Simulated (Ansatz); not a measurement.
Z-matrix (Å, degrees):
```
C
C 1 1.3014
H 2 1.0799 1 138.34
H 1 1.0876 2 122.10 3 179.96
H 1 1.0926 4 116.19 2 -179.97
```
Charge 0, spin multiplicity 2.

Calculation: Ansatz (a quantum-chemistry and plane-wave program) with frozen-core CCSD(T)/def2-TZVPP // PBE0-D3(BJ)/def2-TZVP.

The HF energy is -77.42218 Ha and the MP2 correlation energy comes out as -0.28432 Ha.

### Question
Estimate the CCSD correlation energy, the (T) correction, the total energy and the T1 diagnostic.

### Answer

```yaml
CCSD correlation energy: -0.31778 Ha
"(T) correction": -0.01350 Ha
CCSD(T) total energy: -77.75346 Ha
T1 diagnostic: 0.041
```
